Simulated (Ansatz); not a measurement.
Predict the output of the script below (Ansatz 0.2.0 through its Python package).

The script, `composite.py`:
```python
"""A composite energy for BP(+): DFT geometry, MP2 basis limit, coupled-cluster correction."""

import itertools

import ansatz as az
from ase import Atoms
from ase.data import atomic_numbers, covalent_radii
import numpy as np

config = {
    "basis_set": "def2-SVP",
    "xc": "b3lyp",
    "charge": 1,
}

atoms = Atoms(["B", "P"], positions=[
    (0.0, 0.0, 0.0),
    (0.0, 0.0, 1.98),
])
mol = az.Crystal.molecule_from_ase(atoms)

base = (
    mol.calculation()
    .basis(gaussian=config["basis_set"])  # atom-centred Gaussian functions
    .functional(config["xc"])
    .charge(config["charge"])
    .spin("collinear", total=3)  # two spin channels
    .accuracy("medium")
)
symbols = [site.symbol for site in mol.cartesian_sites]
start = np.array([site.position_ang for site in mol.cartesian_sites], dtype=float)
data = base.relax(force_tolerance=0.01).run().report
end = np.array(data["positions_ang"])
# pairs closer than 1.2 times the sum of covalent radii, before or after
radius = [covalent_radii[atomic_numbers[s]] for s in symbols]
span = lambda where, i, j: np.linalg.norm(where[i] - where[j])
bonded = [(i, j) for i, j in itertools.combinations(range(len(symbols)), 2) if min(span(start, i, j), span(end, i, j)) < 1.2 * (radius[i] + radius[j])]
print("pair        before    after (A)")
for i, j in bonded:
    print(f"{symbols[i]}{i}-{symbols[j]}{j}".ljust(10), f"{span(start, i, j):8.4f} {span(end, i, j):8.4f}")

minimum = az.Crystal.molecule()
for symbol, place in zip(symbols, end):
    minimum = minimum.atom(symbol, place.tolist())
at_minimum = minimum.calculation()
at_minimum = at_minimum.charge(config["charge"])
at_minimum = at_minimum.spin("collinear", total=3)
# MP2 extrapolated to the basis limit, plus the small-basis difference CCSD(T) - MP2
level = lambda method, basis: at_minimum.basis(gaussian=basis).correlation(method).run().report
small, large, cluster = level("mp2", "cc-pVDZ"), level("mp2", "cc-pVTZ"), level("ccsd_t", "cc-pVDZ")
corr = lambda each: (each["free_energy_ev"] - each["reference_energy_ev"]) / 27.211386246
mp2_limit = (27 * corr(large) - 8 * corr(small)) / 19
pieces = {"HF / cc-pVTZ": large["reference_energy_ev"] / 27.211386246, "MP2 correlation, DZ-TZ limit": mp2_limit, "CCSD(T) - MP2 / cc-pVDZ": corr(cluster) - corr(small)}
for name, value in pieces.items():
    print(f"{name:32s} {value:14.6f} Ha")
print(f"{'sum':32s} {sum(pieces.values()):14.6f} Ha")
print("T1 diagnostic", round(cluster["correlation"]["coupled_cluster"]["t1_diagnostic"], 4))
```

Output of `python composite.py`:
```text
pair        before    after (A)
B0-P1        1.9800   1.8629
HF / cc-pVTZ                        -365.020644 Ha
MP2 correlation, DZ-TZ limit          -0.143799 Ha
CCSD(T) - MP2 / cc-pVDZ               -0.037297 Ha
sum                                 -365.201739 Ha
T1 diagnostic 0.0371
```

What to keep in mind:
- The settings weren't tested for convergence.
- The sum leaves out core correlation, relativity, the Hartree-Fock basis error and zero-point energy; a DZ-TZ extrapolation is rough.
- The species is open-shell (spin multiplicity 4).
- b3lyp holds the VWN-RPA fit, as in Gaussian; the form of ORCA and Turbomole is b3lyp5.
- Inner cores stay frozen, so this is valence correlation.
- For Al to Cl the sets with a tight d function, cc-pV(X+d)Z, are usual.
- The spin state was assumed, and another may lie lower.
- An extrapolation from small basis sets is rough.
- Timing: 5.1 s on 1 thread of Arm Neoverse V1, with other jobs on the host, peak memory 0.17 GiB.

(A comment or docstring line of the script was reworded after the run, the code is as it ran; lines on the test bed's own set-up are left out of the output.)
